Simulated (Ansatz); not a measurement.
## Ba₂Re: from a trial structure to a relaxed crystal

These are results of DFT PBE, scalar-relativistic, plane waves, PAW (Ansatz 0.2.0), not measurements. Cutoff 420 eV, Γ-centred k mesh, Gaussian smearing, no spin polarisation in the final step.

Ba₂Re was placed on the cuprite structure type (Pn-3m, No. 224), with Re in place of O, Ba in place of Cu, at a guessed volume.

```xyz
6
Lattice="5.8733 0.0000 0.0000 0.0000 5.8733 0.0000 0.0000 0.0000 5.8733" Properties=species:S:1:pos:R:3 pbc="T T T"
Ba    1.4683    1.4683    1.4683
Ba    1.4683    4.4050    4.4050
Ba    4.4050    4.4050    1.4683
Ba    4.4050    1.4683    4.4050
Re    0.0000    0.0000    0.0000
Re    2.9367    2.9367    2.9367
```

Cell and atoms relax at zero pressure; the relaxation can't lower the symmetry of the start. After a coarse first stage the cell is made exact in the group found at 0.06 Å.

Energies over the elements count from the elements' standard structures at the same level, with no empirical corrections.

Question: Describe the relaxed structure.

Answer: It keeps Pn-3m (No. 224). The result has the cuprite structure. Conventional cell: a = 6.365 Å. Ba is coordinated by 2 Re at 2.76 Å; Re is coordinated by 4 Ba at 2.76 Å.

```cif
data_structure
_symmetry_space_group_name_H-M 'Pn-3m:1'
_symmetry_Int_Tables_number 224
_cell_length_a 6.3651
_cell_length_b 6.3651
_cell_length_c 6.3651
_cell_angle_alpha 90.000
_cell_angle_beta 90.000
_cell_angle_gamma 90.000
_cell_volume 257.88
loop_
_atom_site_label
_atom_site_type_symbol
_atom_site_symmetry_multiplicity
_atom_site_Wyckoff_symbol
_atom_site_fract_x
_atom_site_fract_y
_atom_site_fract_z
_atom_site_occupancy
Ba1 Ba 4 b 0.25000 0.25000 0.25000 1
Re1 Re 2 a 0.00000 0.00000 0.00000 1
```

Question: What are its volume, energy, density and gap?

Answer: The volume per atom is 42.98 Å³, the density is 5.94 g/cm³ and the energy over the elements is 1.40 eV/atom. The gap on the 6×6×6 mesh is 0 eV (a metal).

The final run used a 6×6×6 mesh on its 6-atom cell and 0.10 eV smearing. For metals, differences of a few meV/atom aren't resolved. Spin–orbit coupling is left out. Symmetry constrained the relaxation, so the result can be a saddle point. The steps took of the order of 80 core-seconds in all.

Cost: 3 runs of about 1.4 core-minutes in all, on Intel Xeon Platinum 8375C (Ice Lake) (shared hosts).